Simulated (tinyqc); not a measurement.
RKS/BLYP in the sto-6g basis, for BH2+, spin multiplicity 1, step by step (part 2 of 2). Computed by tinyqc, a small Python program that keeps every step (integrals from PySCF). Command: `OMP_NUM_THREADS=1 python tinyqc.py 25562 25563 out.jsonl` (the two numbers bound the seeds that draw the settings). One thread of a shared host (Intel(R) Xeon(R) Processor @ 2.60GHz), about 0.9 s of CPU time with the checks.

Geometry (angstrom):
```
atom        x         y        z
B     0.00000   0.00000  0.00000
H     0.00000   1.48200  0.80100
H     0.00000  -1.54000  0.83200
```

## Iteration 2: diagonalisation and new density

extrapolated F (hartree), order 1B 1s, 1B 2s, 1B 2px, 1B 2py, 1B 2pz, 2H 1s, 3H 1s:
```
[[-6.75365, -1.93669, 0.00000, -0.00006, 0.01530, -0.16529, -0.14216],
 [-1.93669, -1.05816, 0.00000, -0.00401, 0.02480, -0.25853, -0.23263],
 [0.00000, 0.00000, -0.29203, 0.00000, 0.00000, 0.00000, 0.00000],
 [-0.00006, -0.00401, 0.00000, -0.32681, -0.00215, -0.20632, 0.18905],
 [0.01530, 0.02480, 0.00000, -0.00215, -0.30367, -0.10725, -0.09842],
 [-0.16529, -0.25853, 0.00000, -0.20632, -0.10725, -0.39019, -0.02381],
 [-0.14216, -0.23263, 0.00000, 0.18905, -0.09842, -0.02381, -0.37220]]
```

X, order 1B 1s, 1B 2s, 1B 2px, 1B 2py, 1B 2pz, 2H 1s, 3H 1s:
```
[[-0.47185, 0.11087, 0.67030, 0.00000, -0.54434, -0.04767, 0.31318],
 [0.89277, -0.16397, -0.26429, 0.00000, -0.24754, -0.06276, 0.52532],
 [0.00000, 0.00000, 0.00000, 1.00000, 0.00000, 0.00000, 0.00000],
 [0.17699, 0.86541, -0.01231, 0.00000, -0.00469, 0.61246, 0.06379],
 [0.34759, -0.05136, 0.66917, 0.00000, 0.65875, -0.01747, 0.20142],
 [-0.68723, -0.53564, -0.27923, 0.00000, 0.23019, 0.38199, 0.39852],
 [-0.42210, 0.72192, -0.30779, 0.00000, 0.25065, -0.45895, 0.30478]]
```

Diagonalise F' = X^T F X, C = X C', fill 3 alpha and 3 beta electrons from the bottom; D = 2 C_occ C_occ^T. Each column has its largest component positive (the first on a tie).

F' = X^T F X (hartree):
```
[[-0.58705, 0.13415, 1.02210, 0.00000, -0.91758, -0.08944, 0.68062],
 [0.13415, -0.13715, -0.27217, 0.00000, 0.25381, 0.05071, -0.18474],
 [1.02210, -0.27217, -2.49785, 0.00000, 2.25763, 0.23771, -1.69701],
 [0.00000, 0.00000, 0.00000, -0.29203, 0.00000, 0.00000, 0.00000],
 [-0.91758, 0.25381, 2.25763, 0.00000, -2.71207, -0.25692, 1.85301],
 [-0.08944, 0.05071, 0.23771, 0.00000, -0.25692, -0.48451, 0.19999],
 [0.68062, -0.18474, -1.69701, 0.00000, 1.85301, 0.19999, -1.98436]]
```

orbital energies (hartree): [-6.75764, -0.58166, -0.45927, -0.36645, -0.29203, -0.14023, -0.09773]

coefficients C, order 1B 1s, 1B 2s, 1B 2px, 1B 2py, 1B 2pz, 2H 1s, 3H 1s:
```
[[0.99256, -0.25363, 0.02171, 0.10553, 0.00000, 0.13764, -0.02919],
 [0.02752, 0.83649, -0.08075, -0.41864, 0.00000, -0.57960, 0.12952],
 [0.00000, 0.00000, 0.00000, 0.00000, 1.00000, 0.00000, 0.00000],
 [0.00018, 0.02966, 0.55097, -0.02543, 0.00000, 0.16093, 0.91029],
 [-0.00143, -0.02042, 0.03024, 0.74335, 0.00000, -0.68872, 0.13355],
 [-0.00411, 0.28886, 0.46662, 0.34710, 0.00000, 0.49708, -0.72535],
 [-0.00376, 0.22886, -0.46481, 0.39186, 0.00000, 0.71390, 0.47830]]
```

D after iteration 2, order 1B 1s, 1B 2s, 1B 2px, 1B 2py, 1B 2pz, 2H 1s, 3H 1s:
```
[[2.09993, -0.37319, 0.00000, 0.00924, 0.00883, -0.13442, -0.14374],
 [-0.37319, 1.41399, 0.00000, -0.03935, -0.03912, 0.40768, 0.45774],
 [0.00000, 0.00000, 0.00000, 0.00000, 0.00000, 0.00000, 0.00000],
 [0.00924, -0.03935, 0.00000, 0.60889, 0.03211, 0.53132, -0.49861],
 [0.00883, -0.03912, 0.00000, 0.03211, 0.00267, 0.01644, -0.03745],
 [-0.13442, 0.40768, 0.00000, 0.53132, 0.01644, 0.60239, -0.30152],
 [-0.14374, 0.45774, 0.00000, -0.49861, -0.03745, -0.30152, 0.53687]]
```

## Iteration 9 (converged): orbitals

converged F (hartree), order 1B 1s, 1B 2s, 1B 2px, 1B 2py, 1B 2pz, 2H 1s, 3H 1s:
```
[[-6.91587, -1.97703, 0.00000, -0.00022, 0.00473, -0.16886, -0.14522],
 [-1.97703, -1.14756, 0.00000, -0.00253, -0.00352, -0.27689, -0.25047],
 [0.00000, 0.00000, -0.37887, 0.00000, 0.00000, 0.00000, 0.00000],
 [-0.00022, -0.00253, 0.00000, -0.41878, -0.00176, -0.22372, 0.20683],
 [0.00473, -0.00352, 0.00000, -0.00176, -0.39315, -0.12027, -0.11114],
 [-0.16886, -0.27689, 0.00000, -0.22372, -0.12027, -0.47052, -0.02526],
 [-0.14522, -0.25047, 0.00000, 0.20683, -0.11114, -0.02526, -0.46554]]
```

As before.

F' = X^T F X (hartree):
```
[[-0.69914, 0.13973, 1.02099, 0.00000, -0.93769, -0.09239, 0.67970],
 [0.13973, -0.24109, -0.27115, 0.00000, 0.25678, 0.04873, -0.18810],
 [1.02099, -0.27115, -2.61047, 0.00000, 2.29217, 0.24029, -1.73222],
 [0.00000, 0.00000, 0.00000, -0.37887, 0.00000, 0.00000, 0.00000],
 [-0.93769, 0.25678, 2.29217, 0.00000, -2.81090, -0.25679, 1.86313],
 [-0.09239, 0.04873, 0.24029, 0.00000, -0.25679, -0.56938, 0.20608],
 [0.67970, -0.18810, -1.73222, 0.00000, 1.86313, 0.20608, -2.08994]]
```

orbital energies (hartree): [-6.91966, -0.66488, -0.54294, -0.44066, -0.37887, -0.25351, -0.19926]

coefficients C, order 1B 1s, 1B 2s, 1B 2px, 1B 2py, 1B 2pz, 2H 1s, 3H 1s:
```
[[0.99277, -0.25148, 0.01100, 0.12089, 0.00000, 0.12786, -0.03148],
 [0.02683, 0.83196, -0.04217, -0.47425, 0.00000, -0.54378, 0.14031],
 [0.00000, 0.00000, 0.00000, 0.00000, 1.00000, 0.00000, 0.00000],
 [0.00021, 0.01839, 0.55598, 0.00252, 0.00000, 0.18712, 0.90285],
 [0.00036, 0.05810, 0.00959, 0.74554, 0.00000, -0.68326, 0.14118],
 [-0.00425, 0.27422, 0.45364, 0.33509, 0.00000, 0.49422, -0.74656],
 [-0.00388, 0.24005, -0.47469, 0.36379, 0.00000, 0.73232, 0.45696]]
```

D after iteration 9, order 1B 1s, 1B 2s, 1B 2px, 1B 2py, 1B 2pz, 2H 1s, 3H 1s:
```
[[2.09789, -0.36610, 0.00000, 0.00340, -0.02830, -0.13638, -0.13889],
 [-0.36610, 1.38931, 0.00000, -0.01628, 0.09588, 0.41779, 0.43925],
 [0.00000, 0.00000, 0.00000, 0.00000, 0.00000, 0.00000, 0.00000],
 [0.00340, -0.01628, 0.00000, 0.61891, 0.01280, 0.51452, -0.51901],
 [-0.02830, 0.09588, 0.00000, 0.01280, 0.00694, 0.04056, 0.01879],
 [-0.13638, 0.41779, 0.00000, 0.51452, 0.04056, 0.56201, -0.29899],
 [-0.13889, 0.43925, 0.00000, -0.51901, 0.01879, -0.29899, 0.56594]]
```

## Convergence

Stop when the energy changes by less than 1e-09 hartree and every element of the error matrix X^T (F D S - S D F) X is below 9e-06.

Course of the cycle:
```
iteration  E (hartree)     change  largest element of the error matrix
1          -24.4972874          -                             4.47e-01
2          -24.6099122  -1.13e-01                             5.88e-01
3          -25.4099462  -8.00e-01                             5.51e-02
4          -25.4118820  -1.94e-03                             6.01e-02
5          -25.4155187  -3.64e-03                             2.73e-02
6          -25.4164288  -9.10e-04                             1.33e-02
7          -25.4166169  -1.88e-04                             2.76e-04
8          -25.4166171  -1.61e-07                             1.87e-05
9          -25.4166171  -6.41e-10                             2.37e-06
```

PySCF RKS in the same basis, fine grid = -25.4076255 hartree

Converged in 9 iterations. The coarse grid moves the energy by -8.99e-03 hartree.

## Populations, bond orders and dipole

overlap S, order 1B 1s, 1B 2s, 1B 2px, 1B 2py, 1B 2pz, 2H 1s, 3H 1s:
```
[[1.00000, 0.26489, 0.00000, 0.00000, 0.00000, 0.02244, 0.01930],
 [0.26489, 1.00000, 0.00000, 0.00000, 0.00000, 0.25902, 0.23657],
 [0.00000, 0.00000, 1.00000, 0.00000, 0.00000, 0.00000, 0.00000],
 [0.00000, 0.00000, 0.00000, 1.00000, 0.00000, 0.26927, -0.24920],
 [0.00000, 0.00000, 0.00000, 0.00000, 1.00000, 0.14554, 0.13463],
 [0.02244, 0.25902, 0.00000, 0.26927, 0.14554, 1.00000, 0.02084],
 [0.01930, 0.23657, 0.00000, -0.24920, 0.13463, 0.02084, 1.00000]]
```

Mulliken: Z minus the diagonal of D S on the atom; Loewdin: the same with S^(1/2) D S^(1/2); Mayer order: 2 sum_s sum (D(s) S)_ij (D(s) S)_ji over the two atoms.

Charges (e):
```
atom  Mulliken  Loewdin
1B     0.59820  0.63120
2H     0.19461  0.17704
3H     0.20719  0.19175
```

Mayer bond orders:
```
pair    order
2-1   0.86372
3-1   0.85867
3-2   0.09841
```

dipole moment about the origin, x y z (debye): [0.00000, -0.12064, 0.86434]
